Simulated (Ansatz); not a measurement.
**H2MgNS− (SMILES [NH2][Mg][S-]): one structure at several levels**

An exercise on one series of results from a longer session: the logs are not shown, and one member is left open.

Method: single points in def2-TZVPPD; program: Ansatz 0.2.0, Gaussian basis.

Cores are frozen in the correlated methods. The outer core shell of Li, Na, Mg and K is correlated. B3LYP uses VWN-RPA correlation.

### Where the work starts

SMILES `[NH2][Mg][S-]`, 5 atoms, charge -1, spin multiplicity 1.

Atoms are counted from 1 here; the program's logs count them from 0.

Bond lengths: N1–Mg2 2.025 Å, N1–H4 1.162 Å, N1–H5 1.011 Å, Mg2–S3 2.286 Å. Angles: Mg2–N1–H4 111.6°, Mg2–N1–H5 117.6°, H4–N1–H5 118.4°, N1–Mg2–S3 170.3°.

Geometry (Å):

```xyz
5
H2MgNS
N    -0.9380    0.5046   -0.3392
Mg    0.5793   -0.5393    0.5015
S     2.4607   -1.6906    1.1033
H    -0.8041    1.6493   -0.1903
H    -1.3015    0.1732   -1.2229
```

Set-up of the first run:

run/in.yaml reads:

```yaml
crystal:
  periodic: [false, false, false]
  atoms:
    - {symbol: N, position_ang: [-0.938000, 0.504600, -0.339200]}
    - {symbol: Mg, position_ang: [0.579300, -0.539300, 0.501500]}
    - {symbol: S, position_ang: [2.460700, -1.690600, 1.103300]}
    - {symbol: H, position_ang: [-0.804100, 1.649300, -0.190300]}
    - {symbol: H, position_ang: [-1.301500, 0.173200, -1.222900]}
basis:
  gaussian: {orbitals: "def2-TZVPPD.json"}
total_charge: -1
correlation: {method: ccsd_t}
output: {forces: true}
```

The basis file named in the input lies beside it (Basis Set Exchange, JSON).

The command line of these runs was not kept.

Steps of the session up to this table: CCSD(T)/def2-TZVPPD; PBE0-D4/def2-TZVPPD; wB97M-V/def2-TZVPPD; r2SCAN-D4/def2-TZVPPD; PBE-D4/def2-TZVPPD; SPW92/def2-TZVPPD; B3LYP-D4/def2-TZVPPD.

One table of the session follows, with a row left open; its other results are not shown here.

```
   method  RMS force component (eV/Å)  angle to CCSD(T) forces (°)
  CCSD(T)                       1.501                    reference
  PBE0-D4                       1.552                          2.5
  wB97M-V                       1.545                          3.3
r2SCAN-D4                       1.515                          1.4
   PBE-D4                           ?                            ?
    SPW92                       1.483                          5.5
 B3LYP-D4                       1.502                          1.5
```

Q: Estimate the row for PBE-D4 from the others.

**Answer.** RMS force component (eV/Å): 1.451; angle to CCSD(T) forces (°): 4.0. In the column «RMS force component (eV/Å)» it is the lowest.
